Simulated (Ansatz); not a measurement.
# HO (charge -1): ladder of methods at one geometry

How do the methods compare on HO (charge -1), in result and in cost? Aim: a ladder of methods at one geometry, for HO (charge -1), run from a script. SMILES: [OH-].

Program: the Python package of Ansatz 0.2.0. The levels of theory stand in the script. These are calculated values, not measurements.

## 1. The structure

Bond lengths: O1–H2 0.978 Å.

No structure file is read: the coordinates are typed or built in the script.

## 2. Script

run_methods.py

```python
"""One geometry of HO(-), method by method."""

import ansatz

params = {
    "basis_set": "def2-SVP",
    "net_charge": -1,
}


def main() -> None:
    geometry_ang = [
        ("O", (0.4889, 0.0, 0.0)),
        ("H", (-0.4889, 0.0, 0.0)),
    ]
    geometry = ansatz.Crystal.molecule()
    for symbol, xyz in geometry_ang:
        geometry = geometry.atom(symbol, xyz)

    job = geometry.calculation()
    job = job.basis(gaussian=params["basis_set"]).charge(params["net_charge"])

    methods = ["mp2", "ccsd", "ccsd_t", "ccsdt_q"]
    reports = [job.correlation(m).run().report for m in methods]
    print(f"Hartree-Fock reference {reports[0]['reference_energy_ev'] / 27.211386246:.6f} Ha")
    best = reports[-1]["free_energy_ev"] - reports[-1]["reference_energy_ev"]
    for method, each in zip(methods, reports):
        gained = each["free_energy_ev"] - each["reference_energy_ev"]
        print(f"{method:8s} total {each['free_energy_ev'] / 27.211386246:.6f} Ha  correlation {gained:9.4f} eV  ({100 * gained / best:.1f} % of the last)")


if __name__ == "__main__":
    main()
```

## 3. The calls as engine input

The engine receives this input (first run):

```yaml
crystal:
  periodic: [false, false, false]
  atoms:
    - { symbol: O, position_ang: [0.4889, 0.0, 0.0] }
    - { symbol: H, position_ang: [-0.4889, 0.0, 0.0] }
basis:
  gaussian:
    orbitals: def2-SVP
total_charge: -1.0
correlation:
  method: mp2
```

## 4. Running it

Command:

```console
$ python run_methods.py
```

The log of the run:

```text
Hartree-Fock reference -75.267408 Ha
mp2      total -75.462603 Ha  correlation   -5.3115 eV  (94.9 % of the last)
ccsd     total -75.470090 Ha  correlation   -5.5153 eV  (98.5 % of the last)
ccsd_t   total -75.472404 Ha  correlation   -5.5782 eV  (99.7 % of the last)
ccsdt_q  total -75.473112 Ha  correlation   -5.5975 eV  (100.0 % of the last)
```

Run time: 1.3 s. Hardware: 1 thread of Arm Neoverse V1, shared host; peak memory 0.14 GiB.

## 5. What changed from run to run

The engine's inputs for the other runs:

Run 2, against run 1:

```diff
@@ -11 +11 @@
-  method: mp2
+  method: ccsd
```

Run 3, against run 1:

```diff
@@ -11 +11 @@
-  method: mp2
+  method: ccsd_t
```

Run 4, against run 1:

```diff
@@ -11 +11 @@
-  method: mp2
+  method: ccsdt_q
```

## 6. The engine's runs

One row for each of the 4 runs:

```csv
run,method,energy (eV),iterations in all,CPU time (s)
1,mp2,-2053.4420,12,0.05
2,ccsd,-2053.6458,18,0.11
3,ccsd_t,-2053.7087,18,0.12
4,ccsdt_q,-2053.7280,18,0.45
```

Correlation energies (total less mean field):

```csv
method,correlation (eV),share of the last,miss against the last (eV),CPU time (s)
mp2,-5.312,94.9 %,+0.286,0.05
ccsd,-5.515,98.5 %,+0.082,0.11
ccsd_t,-5.578,99.7 %,+0.019,0.12
ccsdt_q,-5.597,100.0 %,+0.000,0.45
```

## 7. Outcome

| quantity | value |
| --- | --- |
| runs compared | 4 |
| correlation energy, last run | -5.597 eV |

What this shows: mp2 catches 95 % of the correlation energy of ccsdt_q. What to keep in mind:
- The geometry is a force-field or estimated start, not a minimum of this method, and the basis set is short of its limit. A lower total doesn't mark the better method: functionals have no common bound, and MP2 and coupled cluster aren't variational.
- Inner cores stay frozen, so this is valence correlation.
- Anions want diffuse functions, which this basis lacks.
